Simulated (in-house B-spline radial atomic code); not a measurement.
Functionals against successive ionisation energies: P to P⁶⁺

Ionisation energies as differences of self-consistent total energies from an all-electron radial atomic-structure program (B-spline basis): all electrons, radial basis limit, scalar-relativistic (one-electron X2C), spin-polarised at highest spin, spherical densities; exact exchange is averaged over the determinants of each configuration. No spin-orbit coupling, Breit or QED terms. NIST's values run from ground level to ground level, so in open shells the differences also hold multiplet and fine-structure energies that spherical high-spin averages miss. Columns give computed minus NIST, in eV; a star marks a semi-empirical value. Species are left out where the tabulated value is theory, is uncertain by more than 0.12 eV, or (13 ions, such as In⁴⁺, Te⁴⁺ and Bi⁴⁺) lies off its series for all methods alike, which flatters the means a little.

| species | shell | NIST (eV) | LDA VWN5 | PBE | TPSSh | BHandHLYP | B97-1 |
| --- | --- | --- | --- | --- | --- | --- | --- |
| P | 3p | 10.49 | +0.04 | +0.05 | +0.18 | -0.20 | -0.11 |
| P⁺ | 3p | 19.77* | +0.10 | +0.10 | +0.18 | -0.12 | -0.03 |
| P²⁺ | 3p | 30.20 | -0.02 | -0.12 | -0.12 | -0.15 | -0.18 |
| P³⁺ | 3s | 51.44 | +0.09 | -0.05 | -0.33 | -0.19 | +0.08 |
| P⁴⁺ | 3s | 65.03 | +0.56 | +0.63 | +0.17 | +0.65 | +0.07 |
| P⁵⁺ | 2p | 220.43 ± 0.005* | +0.38 | +0.40 | +0.79 | +0.30 | +0.45 |
| P⁶⁺ | 2p | 263.57 ± 0.06* | +0.54 | +0.53 | +0.67 | +0.32 | +0.54 |

How do the methods rank, and which species is hardest?

Mean absolute (signed) differences: B97-1 0.21 (+0.12) eV; LDA VWN5 0.25 (+0.24) eV; PBE 0.27 (+0.22) eV; BHandHLYP 0.27 (+0.09) eV; TPSSh 0.35 (+0.22) eV. For P⁶⁺, which loses a 2p electron, the nearest method is off by +0.32 eV, the largest such miss.
